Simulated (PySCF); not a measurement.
Compound: C4H6O.
SMILES: `C#COCC`

Computed with EOM-IP-CCSD/aug-cc-pVDZ in PySCF, restricted Hartree–Fock reference, frozen core, non-relativistic, gas phase, PBE0-D3(BJ)/def2-SVP geometry.

Hartree–Fock orbital energies give these Koopmans values (eV): HOMO 9.84, HOMO-1 10.37, HOMO-2 13.72, HOMO-3 14.19, HOMO-4 14.91, HOMO-5 16.04, HOMO-6 17.81, HOMO-7 18.55.

Q: What vertical ionisation energies does EOM-IP-CCSD give?

A: 
```
leading hole (HF orbital)  Koopmans (eV)  EOM-IP-CCSD (eV)  change (eV)  one-hole share
                     HOMO           9.84              9.37        -0.47            0.96
                   HOMO-1          10.37             10.20        -0.17            0.96
                   HOMO-2          13.72             12.67        -1.05            0.95
                   HOMO-3          14.19             12.96        -1.23            0.95
                   HOMO-4          14.91             13.94        -0.97            0.96
                   HOMO-5          16.04             14.52        -1.52            0.95
                   HOMO-6          17.81             15.79        -2.02            0.94
                   HOMO-7          18.55             16.83        -1.72            0.94
```

Q: Does the order of the lines follow the orbital energies?

A: Yes, no two lines change places. The corrections run from -2.02 to -0.17 eV, with a mean of -1.14 eV over the 8 lines; no line lies above its Koopmans value.

Q: At what kinetic energies would He I light (21.22 eV) eject these electrons?

A: 11.85 eV (HOMO), 11.02 eV (HOMO-1), 8.55 eV (HOMO-2), 8.26 eV (HOMO-3), 7.28 eV (HOMO-4), 6.70 eV (HOMO-5), 5.43 eV (HOMO-6), 4.39 eV (HOMO-7).

One root was sought for each valence orbital with −ε under 21 eV, eight at most, so deeper holes and satellites are missing; no vibrational structure.

Conformer computed: `[CH:1]#[C:2][O:3][CH2:4][CH3:5]`: C2–O3–C4–C5 69°.

One conformer stands for the species.
